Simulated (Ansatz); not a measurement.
System: spinel MgSc2S4. Method: Hartree–Fock in Ansatz (PAW).

Settings: plane-wave cutoff 460 eV, 4×4×4 k mesh, Fermi–Dirac smearing 0.01 eV, scalar-relativistic PAW data made under PBE.

Cell (measured lattice):

```xyz
14
Lattice="0.0000 5.3135 5.3135 5.3135 0.0000 5.3135 5.3135 5.3135 0.0000" Properties=species:S:1:pos:R:3 pbc="T T T"
Sc     3.9851     1.3284     3.9851
Sc     3.9851     3.9851     1.3284
Sc     1.3284     3.9851     3.9851
Sc     1.3284     1.3284     1.3284
S      6.7269     6.7269     3.9001
S      6.5569     9.3836     6.5569
S      3.9001     3.9001     3.9001
S      9.3836     6.5569     6.5569
S      6.7269     3.9001     6.7269
S      6.5569     6.5569     9.3836
S      3.9001     6.7269     6.7269
S      9.3836     9.3836     9.3836
Mg     7.9702     7.9702     7.9702
Mg     5.3135     5.3135     5.3135
```

### Question
Give the computed band gap.

### Answer

* **band gap**: 9.38 eV (on the SCF k mesh) (direct)

Note: cell and atoms aren't relaxed at this level (pressure 7.1 GPa).

Computed values are for the static lattice.

Ansatz is a quantum-chemistry and plane-wave program.
